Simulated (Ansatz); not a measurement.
This script drives Ansatz 0.2.0 through its Python package.

Script `relaxed_scan.py`:
```python
# -*- coding: utf-8 -*-
"""Relaxed scan of one distance in H3N(+)."""

import logging
import sys

import ansatz as az
import numpy as np

logging.basicConfig(stream=sys.stdout, format="%(levelname)s:%(name)s:%(message)s")
logger = logging.getLogger("ansatz_job")
logger.setLevel(logging.INFO)


def main():
    geometry_ang = [
        ("N", (-0.0002, 0.008, 0.2948)),
        ("H", (-0.5975, -0.7633, -0.078)),
        ("H", (-0.3601, 0.895, -0.123)),
        ("H", (0.9579, -0.1397, -0.0939)),
    ]
    molecule = az.Crystal.molecule()
    for symbol, xyz in geometry_ang:
        molecule = molecule.atom(symbol, xyz)

    calc = molecule.calculation()
    calc = calc.basis(gaussian="def2-SVP")
    calc = calc.functional("pbe0")
    calc = calc.charge(1).spin("collinear", total=1)
    symbols = [site.symbol for site in molecule.cartesian_sites]
    pairs = [(0, 1), (0, 2), (0, 3)]
    print("held (A)   E (eV)        ", "  ".join(f"{symbols[i]}{i}-{symbols[j]}{j}" for i, j in pairs))
    for length in [0.96, 1.04, 1.13, 1.25, 1.41]:
        report = calc.relax(constraints=[az.DistanceConstraint((0, 2), at=length)], force_tolerance=0.02, max_steps=60).run(threads=1, backend="cpu").report
        xyz = np.array(report["positions_ang"])
        print(f"{length:6.2f} {report['free_energy_ev']:14.5f}  ", "  ".join(f"{np.linalg.norm(xyz[i] - xyz[j]):.3f}" for i, j in pairs))


if __name__ == "__main__":
    main()
```

It is started by `python relaxed_scan.py`. How long does it take on 1 thread of Arm Neoverse N1, with other jobs on the host, and how much memory does it need?

It took about 20 s, with a peak of 0.16 GiB, for 5 runs of the engine.

Running `python relaxed_scan.py` prints:
```text
held (A)   E (eV)         N0-H1  N0-H2  N0-H3
DeckWarning: relax.constraints: the input's atoms, or those drawn, lie off the distances that are held; a relaxation that starts there is brought onto them ahead of its first SCF, by positions alone, an atom by 4.22e-2 Å at the most. With the symmetry detection on, the symmetry is detected on the input's atoms as so brought (as typed, where only the drawn atoms reach the distances), and notices that speak of the structure as typed mean those atoms
  0.96    -1525.89166   1.032  0.960  1.032
  1.04    -1526.01966   1.033  1.040  1.033
  1.13    -1525.85707   1.033  1.130  1.033
  1.25    -1525.37007   1.033  1.250  1.033
  1.41    -1524.52964   1.033  1.410  1.033
```
(Warnings from the package without file and line, repeats left out.)

Notes:
- Total energies depend on the basis set; only differences at equal settings carry meaning.
- The energies are electronic: no zero-point or thermal terms, and the basis set is short of its limit.
- The species is open-shell (spin multiplicity 2).
- For an odd-electron ion, approximate functionals spread the charge over both fragments and lower the stretched end too much.

(A comment or docstring line of the script was reworded after the run, the code is as it ran; lines on the test bed's own set-up are left out of the output.)
